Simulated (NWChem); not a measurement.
## Correlation energy of tetrafluoroethylene (C₂F₄)

```xyz
6

F      1.0955     0.0000     1.3807
C      0.0000     0.0000     0.6647
F     -1.0955     0.0000     1.3807
C      0.0000     0.0000    -0.6647
F     -1.0955     0.0000    -1.3807
F      1.0955     0.0000    -1.3807
```
Charge 0, spin multiplicity 1.

Everything below was run with NWChem. The geometry was optimised at PBE0/def2-SVP, a minimum by its harmonic frequencies.

Basis set: 6-31G*. Each correlation energy counts from its own Hartree-Fock reference.

```csv
method,correlation energy (mHa),difference from CCSD(T)
SCS-MP2,-877.7,+76.8
MP2,-916.8,+37.7
CCSD+T(CCSD),-957.7,-3.2
CR-CCSD[T],-950.2,+4.4
CCSD,-930.2,+24.4
CR-CCSD(T),-947.9,+6.7
CCSD(T),-954.5,0.0
```

The values span 80.0 mHa, from CCSD+T(CCSD) (lowest) to SCS-MP2 (highest). 

The correlated methods keep 6 core orbitals frozen. The Pople sets run with spherical d functions. Differences from the coupled-cluster row are differences between methods, not errors against experiment.
